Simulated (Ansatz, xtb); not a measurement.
# Ligand exchange: HF + SiH3(OH) → HOF + SiH4

Species: HF (hydrogen fluoride), singlet; SiH3(OH) (silanol), singlet; HOF `OF`, singlet; SiH4 (silane) `[SiH4]`, singlet. The partners trade H for OH: F–H and Si–OH bonds give way to F–OH and Si–H.

Shapes, held fixed at every level: PBE0-D4/def2-TZVP. Programs: Ansatz 0.2.0, xtb 6.7.1. The zero-point and thermal change to 298 K, harmonic and unscaled (PBE0-D4/def2-TZVP), is -7.6 kJ/mol.

```json
{"level": "GFN0-xTB", "kind": "semi-empirical", "ΔH(298 K) (kJ/mol)": "+98.4", "less CCSD(T)/CBS estimate": "-406.7"}
{"level": "B3LYP-D4/def2-TZVPP", "kind": "global hybrid", "ΔH(298 K) (kJ/mol)": "+476.9", "less CCSD(T)/CBS estimate": "-28.2"}
{"level": "PBE0-D4/def2-TZVPP", "kind": "global hybrid", "ΔH(298 K) (kJ/mol)": "+481.2", "less CCSD(T)/CBS estimate": "-23.9"}
{"level": "r2SCAN0-D4/def2-TZVPP", "kind": "global hybrid", "ΔH(298 K) (kJ/mol)": "+499.4", "less CCSD(T)/CBS estimate": "-5.7"}
{"level": "wB97M-V/def2-TZVPP", "kind": "range-separated hybrid", "ΔH(298 K) (kJ/mol)": "+485.3", "less CCSD(T)/CBS estimate": "-19.8"}
{"level": "MP2/def2-SVP", "kind": "perturbation theory", "ΔH(298 K) (kJ/mol)": "+482.7", "less CCSD(T)/CBS estimate": "-22.4"}
{"level": "CCSD(T)/def2-SVP", "kind": "coupled cluster or CI", "ΔH(298 K) (kJ/mol)": "+451.1", "less CCSD(T)/CBS estimate": "-54.0"}
{"level": "CCSD/def2-TZVPP", "kind": "coupled cluster or CI", "ΔH(298 K) (kJ/mol)": "+499.2", "less CCSD(T)/CBS estimate": "-5.9"}
{"level": "CCSD(T)/CBS estimate", "kind": "coupled cluster or CI", "ΔH(298 K) (kJ/mol)": "+505.1", "less CCSD(T)/CBS estimate": "0.0"}
```

The highest level, CCSD(T)/CBS estimate, gives ΔH(298 K) = +505.1 kJ/mol; the levels span +98.4 to +505.1. GFN0-xTB strays far from the other rows. The column of differences is taken from that level and isn't an error. No measured value is set beside it here. The CBS estimate extrapolates MP2 from def2-TZVPP and def2-QZVPP and adds CCSD(T) − MP2 in the triple-zeta set, cores frozen.
